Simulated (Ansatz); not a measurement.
Diamond-structure Si was calculated with r²SCAN0 (plane waves, PAW; Ansatz, a program for electronic structure).

Numerical settings: plane-wave cutoff 600 eV, 8×8×8 k mesh, finite displacements, scalar-relativistic PAW data made under PBE.

Cell (relaxed at this level):

```
Si
1.0
    0.00000     2.71294     2.71294
    2.71294     0.00000     2.71294
    2.71294     2.71294     0.00000
Si
2
Direct
  0.50000   0.50000   0.50000
  0.75000   0.75000   0.75000
```

**Question.** What does this level give for the zone-centre TO phonon frequency?

**Answer.** 
* **zone-centre TO phonon frequency**: 537 cm⁻¹

Measured, for comparison: zone-centre TO phonon frequency 525 cm⁻¹ (low temperature, zero-point motion not removed; as tabulated in Tanner et al. (2021), arXiv:2110.11888). Computed (rounded) less measured: zone-centre TO phonon frequency +2 %.

The result took very roughly 50 core-minutes.
